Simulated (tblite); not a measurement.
# ClH5O2: the cost of one run

Computed with tblite 0.8.0 and PySCF 2.14.0; each step states its level. No surroundings beyond the atoms listed, unless a continuum is named. Atoms count from 0, parts from 1.

## (1) Starting point

8 atoms, charge 0, multiplicity 1; geometry: rigid parts in contact. Parts: 1 = atoms 0–1, `Cl`, charge 0; 2 = atoms 2–4, `O`, charge 0; 3 = atoms 5–7, `O`, charge 0.

## (2) Docking the parts with GFN2-xTB

Job settings and geometry (Å):

```
{"job": {"kind": "dock", "xc": "GFN2-xTB", "basis": "xTB"}, "charge": 0, "multiplicity": 1, "parts": [{"atoms": "0-1", "charge": 0, "multiplicity": 1}, {"atoms": "2-4", "charge": 0, "multiplicity": 1}, {"atoms": "5-7", "charge": 0, "multiplicity": 1}]}
Cl     0.446383    -0.074304     0.086972
H     -0.676557     0.386886    -0.349102
O      0.634466     3.143133     1.040857
H      0.956515     3.518613     0.219355
H      0.804869     2.196630     1.004807
O     -2.130080     1.111001    -0.981899
H     -1.940446     1.935524    -1.434644
H     -3.079075     0.965070    -1.001040
```

Method: GFN2-xTB search for minima from random contacts, gas phase.

Command:

```sh
OMP_NUM_THREADS=1 python cluster_run.py task.json out
```

One launch serves the whole session: the jobs run in the order shown.

**Question.** How long does this first job take on 1 thread of Arm Neoverse N1, shared host?

About 7 s.
